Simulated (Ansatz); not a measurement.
**Borazine (B3N3H6): up Jacob's ladder to CCSD(T)**

An exercise on one series of results from a longer session: the logs are not shown, and one member is left open.

The runs use Ansatz 0.2.0, Gaussian basis; functionals in def2-TZVPP, the program's frozen cores in correlated methods.

The runs, in order: LDA (SPW92), PBE-D4, revPBE-D4, BLYP-D4, r2SCAN-D4, B97M-V, PBE0-D4, B3LYP-D4, r2SCANh-D4, r2SCAN0-D4, HSE06-D4, BHLYP-D4, CAM-B3LYP-D4, LC-ωPBE, ωB97X-V, ωB97M-V, B2PLYP, PBE-QIDH; CCSD(T)/def2-SVP; CCSD(T)/def2-TZVPP; MP2/def2-QZVPP; extrapolation to the limit; RPA on PBE.

**Structure used throughout**

An earlier PBE0-D4 in a triple-zeta def2 set relaxation fixed the geometry.

SMILES `B1NBNBN1`, 12 atoms, charge 0, spin multiplicity 1.

Atoms are counted from 1 here; the program's logs count them from 0.

Bond lengths: B1–N2 1.425 Å, B1–N6 1.425 Å, B1–H7 1.197 Å, N2–B3 1.425 Å, N2–H8 1.006 Å, B3–N4 1.425 Å, B3–H9 1.197 Å, N4–B5 1.425 Å, N4–H10 1.006 Å, B5–N6 1.425 Å, B5–H11 1.197 Å, N6–H12 1.006 Å. Angles: N2–B1–N6 117.1°, N2–B1–H7 121.4°, N6–B1–H7 121.4°, B1–N2–B3 122.9°, B1–N2–H8 118.6°, B3–N2–H8 118.6°, N2–B3–N4 117.1°, N2–B3–H9 121.4°, N4–B3–H9 121.4°, B3–N4–B5 122.9°, B3–N4–H10 118.6°, B5–N4–H10 118.6°, N4–B5–N6 117.1°, N4–B5–H11 121.4°, N6–B5–H11 121.4°, B1–N6–B5 122.9°, B1–N6–H12 118.6°, B5–N6–H12 118.6°.

Set-up of the first run:

Contents of in.yaml:

```yaml
crystal:
  periodic: [false, false, false]
  atoms:
    - {symbol: B, position_ang: [-0.725589, -1.223232, 0.253643]}
    - {symbol: N, position_ang: [0.524172, -0.956613, 0.883313]}
    - {symbol: B, position_ang: [1.265111, 0.238618, 0.655503]}
    - {symbol: N, position_ang: [0.704958, 1.188451, -0.246434]}
    - {symbol: B, position_ang: [-0.539519, 0.984618, -0.909151]}
    - {symbol: N, position_ang: [-1.229157, -0.231814, -0.636832]}
    - {symbol: H, position_ang: [-1.326893, -2.236959, 0.463839]}
    - {symbol: H, position_ang: [0.899845, -1.642237, 1.516363]}
    - {symbol: H, position_ang: [2.313564, 0.436334, 1.198685]}
    - {symbol: H, position_ang: [1.210211, 2.040203, -0.423075]}
    - {symbol: H, position_ang: [-0.986623, 1.800589, -1.662597]}
    - {symbol: H, position_ang: [-2.110080, -0.397958, -1.093267]}
basis:
  gaussian: {orbitals: def2-TZVPP}
hamiltonian: {xc: lda}
output: {orbitals: {seedname: orbitals}}
```

Run with:

```
> ansatz run in.yaml --threads 4 --pin off --events-out ev --progress --plain --max-ram 10444MiB
```

Among the steps run: LDA; PBE-D4 (GGA); revPBE-D4 (GGA); BLYP-D4 (GGA); r2SCAN-D4 (meta-GGA); B97M-V (meta-GGA); B3LYP-D4 (hybrid); r2SCANh-D4 (hybrid); r2SCAN0-D4 (hybrid); HSE06-D4 (hybrid); BHLYP-D4 (hybrid); CAM-B3LYP-D4 (range-separated); LC-ωPBE (range-separated); ωB97X-V (range-separated); ωB97M-V (range-separated); B2PLYP (double hybrid); PBE-QIDH (double hybrid).

One of the session's tables, all rows but one given; the rest of the session is left out.

It belongs to the step «Orbital energies across the functionals». 

```
  functional  HOMO (eV)  gap (eV)
 LDA (SPW92)      -7.12      6.21
      PBE-D4      -6.91      6.27
   revPBE-D4      -6.84      6.30
     BLYP-D4          ?         ?
   r2SCAN-D4      -7.14      6.89
      B97M-V      -7.20      6.91
     PBE0-D4      -8.15      8.50
    B3LYP-D4      -7.90      8.03
  r2SCANh-D4      -7.61      7.70
  r2SCAN0-D4      -8.33      8.91
    HSE06-D4      -7.75      7.72
    BHLYP-D4      -9.28     10.66
CAM-B3LYP-D4      -9.51     10.92
     LC-ωPBE     -10.92     13.47
     ωB97X-V     -10.53     13.00
     ωB97M-V     -10.46     12.44
```

Q: Estimate the row for BLYP-D4 from the others.

Worked estimate for «HOMO (eV)». Against the share of exact exchange, B3LYP-D4 (0.2, -7.90), BHLYP-D4 (0.5, -9.28) give a slope of -4.60 per unit share; at 0 the line stands at -6.98.

The run gave: HOMO (eV): -6.74; gap (eV): 6.25. In «HOMO (eV)» the line misses by -0.24.
